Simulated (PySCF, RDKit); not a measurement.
Pair of molecules: C2H2 (SMILES C#C) (first 4 atoms) with H2O (SMILES O); geometry from S66by8 set.
(charge 0, multiplicity 1):
```xyz
7

C     -1.47242     0.06044     0.04730
H     -0.40655     0.03006     0.02271
C     -2.68430     0.09418     0.07468
H     -3.74483     0.12453     0.09928
O      2.93790    -0.09830    -0.07756
H      3.50826    -0.68807     0.41947
H      3.50990     0.25268    -0.76293
```

Monomers are frozen at their geometry in the pair; levels with a basis set take the counterpoise correction. Rows marked so take none.

Rows in 3-21G, 6-31G* carry no dispersion term and start afresh at each structure (6-31G* with six Cartesian d functions). MP2/6-31G* freezes PySCF's default core.

Programs: PySCF for 3-21G rows, 6-31G* rows; RDKit for the force fields. 

One of these levels gives -0.84 kcal/mol for the interaction energy. Name it.
(A) B3LYP/3-21G (no counterpoise)
(B) MMFF94
(C) MP2/6-31G*

B, MMFF94. The others give -1.97 (B3LYP/3-21G (no counterpoise)), -1.25 (MP2/6-31G*)
